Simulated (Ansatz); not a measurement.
A made-up structure of CH₅NSi, closed shell:

```
8
angstrom
N -1.4181 -0.0648 -0.9576
C -0.3525 0.4722 -0.5244
Si 0.7029 -0.4379 0.7503
H -1.8897 0.5340 -1.6398
H 1.5590 -1.5558 0.9346
H 0.8239 0.4073 1.9690
H 2.0696 -0.6330 0.1949
H 0.0805 -1.7411 1.0775
```

It is relaxed with PBE-D4/def2-SVP and then PBE0-D4/def2-TZVP (Ansatz 0.2.0). Atoms count as bonded within 1.22 times the sum of their covalent radii (H–H: 0.88 Å). The end point is not checked to be a true minimum.

Task: Does its bonding change? (Judge from chemistry; the calculation decides.)

Result: By the calculation: Yes. Formed: none; broken: C2–Si3.

Where it ends: The first stage lowers the energy by 3.83 eV in 12 steps. It ends as a complex of HCN ([C][NH]) + SiH₄:
| atom | x (Å) | y (Å) | z (Å) |
| --- | --- | --- | --- |
| N1 | -1.8427 | 0.7188 | -1.5330 |
| C2 | -1.0181 | 0.3170 | -0.8188 |
| Si3 | 1.3874 | -1.0179 | 1.2517 |
| H4 | -2.5500 | 1.0631 | -2.1457 |
| H5 | 2.4253 | -1.6041 | 2.1448 |
| H6 | 0.8613 | 0.2160 | 1.8846 |
| H7 | 2.0126 | -0.7008 | -0.0554 |
| H8 | 0.2998 | -2.0111 | 1.0760 |

Labels in which every atom is bracketed show which atoms are joined, not bond orders.

For scale, one of the runs: PBE0-D4/def2-TZVP relaxation, 129 basis functions, launched by `ansatz run in.yaml --threads 2 --pin off --events-out ev --progress --plain --max-ram 4352MiB`. Hardware: 2 CPU threads of an Arm Neoverse V2, shared host. Wall time about 38 s.
